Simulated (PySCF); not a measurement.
Structure from 2D NMR

Compound of formula C5H10O. Correlations simulated from computed shifts and the bond graph:

HSQC (one-bond C–H):
| δH | δC |
| --- | --- |
| 5.43 | 112.4 |
| 5.30 | 112.4 |
| 4.40 | 68.5 |
| 1.99 | 31.3 |
| 1.09 | 19.0 |

COSY cross peaks (H two or three bonds apart, from the bond graph; peaks can be absent where the dihedral angle is near 90°):
| δH | δH |
| --- | --- |
| 5.43 | 5.30 |
| 1.99 | 1.09 |

HMBC (two and three bonds, from the bond graph):
| δH | δC |
| --- | --- |
| 5.43 | 164.1, 68.5, 31.3 |
| 5.30 | 164.1, 68.5, 31.3 |
| 4.40 | 164.1, 112.4, 31.3 |
| 1.99 | 164.1, 112.4, 68.5, 19.0 |
| 1.09 | 164.1, 31.3 |

Carbons without hydrogens: δ 164.1.

Gas phase, single conformer, rapidly exchanging positions averaged, non-relativistic. σ from GIAO-PBE0/pcSseg-1; coordinates at the GFN2-xTB level; PySCF 2.14.0 with density-fitted response routines.

Scale: TMS for ¹H, ¹³C (reference shieldings calculated alike).

Exchangeable hydrogens are left out of these lists.

Task: Work out the connectivity.

Result: `C=C(CC)CO`.

Numbering as in the mapped SMILES `[CH2:1]=[C:2]([CH2:3][CH3:4])[CH2:5][OH:6]`. Hydrogens are named by the atom that carries them. Ha(C1) is cis to C3; Hb(C1) is trans to C3.

- δC 164.1 is C2, a fully substituted alkene carbon.
- δC 112.4 is C1, a terminal =CH2 carbon (δH 5.30, 5.43).
- δC 68.5 is C5, an allylic sp3 CH2 bonded to O (δH 4.40).
- δC 31.3 is C3, an allylic sp3 CH2 (δH 1.99).
- δC 19.0 is C4, a methyl carbon (δH 1.09).
- HMBC from δH 5.43 reaches the proton-free carbon C2.
- HMBC from δH 5.30 reaches the proton-free carbon C2.
- HMBC from δH 4.40 reaches the proton-free carbon C2.
- HMBC from δH 1.99 reaches the proton-free carbon C2.
- COSY links 5.43–5.30, 1.99–1.09.

This is the structure that produced the data.

The OH or NH signal is concentration- and solvent-dependent in practice; the value given is the gas-phase one. Shifts are as computed. Against solution values, carbons near 30 ppm lie about +3 ppm off and those near 130 ppm about +5 ppm. Of 1211 compounds with measured shifts, 218 miss one by over three times the rms of a fit or turn the order of signals round; such compounds aren't used in these exercises.
